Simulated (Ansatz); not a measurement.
Results of PBEsol (Ansatz, a first-principles code, PAW) for rock-salt BaS.

Run with plane-wave cutoff 520 eV, 10×10×10 k mesh, Fermi–Dirac smearing 0.01 eV, scalar-relativistic PAW data made under PBE.

Computed points:

| V (Å³/atom) | E − E_lowest (meV/atom) |
|---|---|
| 29.828 | 18.56 |
| 30.462 | 7.94 |
| 31.097 | 1.91 |
| 31.732 | 0.00 |
| 32.366 | 1.78 |
| 33.001 | 6.86 |
| 33.635 | 14.90 |

Task: What bulk modulus B0 and pressure derivative B′ does a third-order Birch–Murnaghan fit give?

Result: V0 = 31.731 Å³/atom, B0 = 46.5 GPa, B′ = 4.5 (fit to the energies at full precision).

Measured, for comparison: equilibrium volume per atom 32.60 Å³/atom (room temperature, no zero-point or thermal correction; as tabulated in Lucero et al. (2012), arXiv:1111.4515). Computed less measured: equilibrium volume per atom -2.7 %.

Spin–orbit coupling is not included.

Static lattice: no zero-point or thermal effects.

Cost on a shared machine: around 30 core-seconds (rough).
